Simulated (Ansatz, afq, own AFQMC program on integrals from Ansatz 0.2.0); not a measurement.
# AlGeH3, triplet in cc-pVDZ, levels against CCSDT(Q)

```tsv
atom	x (Å)	y (Å)	z (Å)
Ge	0.0037	0.0000	0.6668
Al	-0.0890	0.0000	-1.6477
H	0.8350	1.0566	-0.4001
H	0.8350	-1.0566	-0.4001
H	0.4473	0.0000	-3.1465
```

Connectivity, by distances: Ge–AlH, 2 bridging H.

Basis cc-pVDZ. Noble-gas cores (and the filled d shells of Ga–Kr and In–Xe) are frozen. Ansatz 0.2.0 and our own AFQMC program on the same integrals; the CISD trial comes from CCSD amplitudes, and released means the phaseless constraint is let go. Error bars are statistical, one sigma. No spin–orbit coupling.

Determinant: UHF, the one that the program's search chose, which needn't be the lowest solution. The geometry is a PBE0/def2-TZVP stationary point of this or a neighbouring charge and spin state.

No full CI on the walks' own integrals is used here; CCSDT(Q) serves as the reference and is uncertain by about the last step of the cluster series.

Cautions: no relativity below Rb; no spin-orbit coupling; inner d shell frozen; another spin lies lower (by 2.66 eV).

* T1 diagnostic: 0.0189
* weight of the determinant in the CISD state: 0.877
* ⟨S²⟩ of the determinant: 2.020
* size of the correlated space: 10 electrons in 41 orbitals

```json
{"level": "MP2", "correlation energy (eV)": "-3.7440"}
{"level": "CCSD", "correlation energy (eV)": "-4.7527"}
{"level": "CCSD(T)", "correlation energy (eV)": "-4.8941"}
```

Task: Estimate where phaseless AFQMC with a CISD trial lies against CCSD(T) on the same integrals.

Result: 4.8 ± 0.9 kJ/mol below CCSD(T).

Reference: CCSDT(Q), correlation energy -4.935 eV. The released energy is read at 2.40 1/Eh (meV from the phaseless value at times in 1/Eh: 6 ± 11 at 0.24, 5 ± 10 at 0.51, 7 ± 10 at 0.99, 10 ± 10 at 1.62, 7 ± 12 at 2.40).

| level | E − E(reference) (kJ/mol) | share of correlation (%) |
| --- | --- | --- |
| CCSD(T) | 4.0 | 99.16 |
| CCSDT | 0.6 | 99.87 |
| ph-AFQMC/CISD | -0.8 ± 0.9 | 100.16 |
| released AFQMC | -0.1 ± 1.1 | 100.02 |

A walk keeps the symmetry of its determinant, which the program's search chose and which needn't be the lowest solution, so a lower state of the same spin and another symmetry isn't excluded. Released energies are given only where the last usable release times agree within the noise; a slower fall can still hide under it.
